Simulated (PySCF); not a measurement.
Gas-phase reaction: 4 CH3SiH3 ⇌ 2 SiH4 + 2 SiH3 + C4H10 (n-butane)

Computed with PySCF (xtb for GFN2) and rigid-rotor harmonic-oscillator thermochemistry at 1 bar. S°(298 K) at PBE0/def2-TZVP differs from the NASA 1993 table for C4H10 (n-butane) (-9 J/mol/K); whether the harmonic model or the table's entry is off was not settled. † marks an energy on the PBE0/def2-TZVP geometry and frequencies; other levels use their own. Open shells (unrestricted): SiH3 (multiplicity 2); the rest are closed-shell singlets. GFN2 has no spin-polarisation term. The harmonic model lacks anharmonicity and excited electronic states, which grow with temperature; levels with a mode under 35 cm⁻¹ are left out. Internal rotation in CH3SiH3, C4H10 (n-butane) is treated as a harmonic vibration of one conformer, which makes the entropy rough.

```tsv
level	ΔE electronic, kJ	ΔH°(298 K), kJ	ΔS°(298 K), J/K	ΔG°(1200 K), kJ
GFN2-xTB	276	265	118	133
HF/def2-TZVP†	353	340	122	204
PBE/def2-SVP	405	391	122	257
PBE0/def2-SVP†	410	397	122	262
LDA/def2-TZVP†	464	451	122	315
ωB97M-V/def2-TZVP†	462	449	122	314
ωB97X-V/def2-TZVP†	454	440	122	305
```
ΔH° is lowest at GFN2-xTB and highest at LDA/def2-TZVP†. No reference value is set beside these.
